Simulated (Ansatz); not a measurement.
Geometry optimisation, RKS B3LYP-D4/def2-SVP in Ansatz.

The input (input.yaml):

```yaml
crystal:
  periodic: [false, false, false]
  atoms:
    - { symbol: B, position_ang: [-0.024907, 0.42829, -0.002765] }
    - { symbol: H, position_ang: [0.00321, 0.822235, 1.125016] }
    - { symbol: H, position_ang: [0.967615, 0.188166, -0.64781] }
    - { symbol: F, position_ang: [-1.200655, 0.350533, -0.616595] }
    - { symbol: Si, position_ang: [0.124689, -2.527158, 1.075081] }
    - { symbol: H, position_ang: [-0.644341, -3.008735, -0.103698] }
    - { symbol: H, position_ang: [1.551526, -2.93523, 0.963787] }
    - { symbol: H, position_ang: [-0.472341, -3.056078, 2.332926] }
    - { symbol: H, position_ang: [0.058304, -1.051823, 1.138858] }
basis:
  gaussian: { orbitals: def2-SVP }
hamiltonian:
  xc: b3lyp
  dispersion: d4
relax:
  f_tol: 0.03
  max_steps: 50
```

Command:

```bash
$ ansatz run input.yaml --threads 1 --pin off --max-ram 2048MiB --backend cpu --events-out ev --progress --plain --runs-dir out
```

**Question.** Where does it end, and by what steps?

**Answer.** The forces met the threshold. After 9 steps the energy has fallen by 0.109 eV; H2 moved furthest, 0.55 Å.

```csv
step,energy less start (eV),largest force component (eV/Å),accepted
0,0.0000,0.515,yes
1,-0.0558,0.551,yes
2,-0.0491,0.699,no
3,-0.0715,0.348,yes
4,-0.0894,0.114,yes
5,-0.1027,0.102,yes
6,-0.1071,0.041,yes
7,-0.1084,0.038,yes
8,-0.1084,0.056,yes
9,-0.1086,0.024,yes
```

```xyz
9
Properties=species:S:1:pos:R:3
B -0.057 0.642 -0.115
H -0.051 1.318 0.884
H 0.936 0.268 -0.689
F -1.228 0.330 -0.644
Si 0.152 -2.678 1.162
H -0.627 -2.877 -0.091
H 1.544 -3.176 0.982
H -0.504 -3.396 2.291
H 0.199 -1.220 1.484
```

Whether the end is a true minimum wasn't checked by a vibrational analysis.

The run took 21 s on 1 thread of Arm Neoverse V2, with other jobs on the host, peak memory 0.14 GiB.
